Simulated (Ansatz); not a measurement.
## Point defect: Pb vacancy in Pb

Level of theory: DFT PBEsol, scalar-relativistic, plane waves, PAW (Ansatz 0.2.0). (420 eV cutoff, 3×3×3 k-mesh, Gaussian smearing of 0.10 eV, no spin polarisation)

Host crystal, relaxed:

```yaml
crystal:
  lattice:
    - [0.00000, 2.46711, 2.46711]
    - [2.46711, 0.00000, 2.46711]
    - [2.46711, 2.46711, 0.00000]
  atoms:
    - { symbol: Pb, position: [0.00000, 0.00000, 0.00000] }
```

Supercell of 27 atoms, rows in host cell vectors: 0 0 -3; 0 -3 0; -3 0 0. Atoms relax at the host's cell, keeping the symmetry that the supercell leaves at the site. The cell is small, so energies carry finite-size errors of tenths of an eV. The host is a metal. Atoms are taken from and returned to the elements' standard states.

Spin-orbit coupling is left out, which matters for the bands and energies of heavy elements.

Defect: Pb vacancy at (0.000, 0.000, 0.000) of the host cell.

(1) What is the formation energy of the neutral defect?

(2) Does the neutral defect carry a moment, and how do its surroundings relax?

## Answers

(1) 0.63 eV.

(2) The neutral run had no spin polarisation, so a moment wasn't tested. The nearest neighbours before are 12 Pb at 3.49 Å; after relaxation the atoms near the site are 12 Pb at 3.55 Å; the largest move is 0.06 Å.

Cost: 2 runs of about 4.6 core-minutes in all, on Intel Xeon Processor @ 2.70GHz (shared hosts).